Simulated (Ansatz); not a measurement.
bcc Mo was calculated with PBE-D4 (Ansatz, an electronic-structure program, PAW).

Run with plane-wave cutoff 520 eV, 24×24×24 k mesh, Fermi–Dirac smearing 0.05 eV, no spin polarisation, scalar-relativistic PAW data made under PBE.

Computed points:

```
V (Å³/atom)  E − E_lowest (meV/atom)
-----------  -----------------------
14.514                         52.89
14.823                         22.67
15.132                          5.48
15.441                          0.00
15.749                          5.06
16.058                         19.61
16.367                         42.70
```

Question: What bulk modulus B0 and pressure derivative B′ does a third-order Birch–Murnaghan fit give?

Answer: V0 = 15.441 Å³/atom, B0 = 273 GPa, B′ = 4.3 (fit to the energies at full precision).

Measured, for comparison: bulk modulus 265 GPa (zero-point energy and finite temperature contributions removed, our sources range from 265 to 278; as tabulated in doi:10.1021/acs.jctc.3c00612); equilibrium volume per atom 15.49 Å³/atom (static lattice: zero-point anharmonic expansion removed; as tabulated in Mejia-Rodriguez and Trickey (2018), arXiv:1807.09216). Computed (rounded) less measured: bulk modulus +3 % (inside the range of the sources held), equilibrium volume per atom -0.3 %.

Static lattice: no zero-point or thermal effects.

Cost on a shared machine: around 50 core-seconds (rough).
